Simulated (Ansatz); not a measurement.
# Heat of formation of S2F2 (Difluorodisulfane) from total energies

The species is S2F2 (4 atoms), meant as a singlet with charge 0. SMILES: `FSSF`. Geometry: relaxed at PBE0-D4/def2-TZVP.

Total energies at RPA@PBE/6-311+G**, 12 core orbitals frozen (Ansatz 0.2.0); the atoms run unrestricted:

| species | state | energy (Eh) |
| --- | --- | --- |
| S2F2 | singlet | -994.903412 |
| F | doublet | -99.658684 |
| S | triplet | -397.657084 |

Harmonic wavenumbers at PBE0-D4/def2-TZVP, in cm⁻¹: 188, 299, 328, 641, 705, 745.

Measured heats of formation of the gaseous atoms at 298.15 K, in kJ/mol: F 79.4, S 277.0. Spin-orbit lowering of the atoms at 298 K (mean of the ground term's levels less their thermal mean, from spectra), in kJ/mol: F 1.29, S 1.88. Take 1 Eh = 2625.50 kJ/mol, 1 cm⁻¹ = 0.0119627 kJ/mol, RT = 2.479 kJ/mol.

What heat of formation follows?


1. Electronic atomisation energy: 2 × (-99.658684) + 2 × (-397.657084) − (-994.903412) = 0.271876 Eh = 713.8 kJ/mol.
2. Zero-point energy: half the sum of the wavenumbers, 1453 cm⁻¹ = 17.4 kJ/mol.
3. Thermal vibrational enthalpy, Σ hcν̃/(exp(hcν̃/kT) − 1): 4.5 kJ/mol. Translation, rotation and pV of a non-linear molecule: 4 RT = 9.9 kJ/mol.
4. The 4 free atoms carry 5/2 RT each: 24.8 kJ/mol.
5. Spin-orbit coupling lowers the free atoms by 2 × 1.29 + 2 × 1.88 = 6.3 kJ/mol.
6. Atomisation enthalpy at 298 K: 713.8 − 6.3 − 17.4 − 4.5 − 9.9 + 24.8 = 700.5 kJ/mol.
7. Sum of the atoms' heats of formation: 712.8 kJ/mol. Heat of formation: 712.8 − 700.5 = +12.3 kJ/mol.

No measured value is set beside it here. Anharmonicity and any spin-orbit splitting of the molecule are left out, and so is core correlation.
